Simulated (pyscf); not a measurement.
Single points on ωB97X-D3(BJ)/def2-SVP structures (PySCF, gas phase).

**Question.** For the elementary gas-phase step H₃C–Ga(F)–F + hydrogen (H₂) → methane (CH₄) + F–GaH–F (singlet surface; C–Ga, H–H broken, C–H, Ga–H formed), what barrier and reaction energy does ωB97M-D3(BJ)/def2-TZVP give, measured from the separated reactants?

**Answer.** ΔE‡ = 3.12 eV, ΔE = -0.29 eV. Zero-point energy shifts the barrier by +0.09 eV. It is a four-centre exchange, with an imaginary mode of 1782i cm⁻¹. On the product side the descent ends in a complex, 0.20 eV under the separated species and 3.60 eV under the saddle at ωB97X-D3(BJ)/def2-TZVP. One saddle was located; it need not be the lowest between these sides. Elements up to Kr have no core potential and no relativistic terms here.
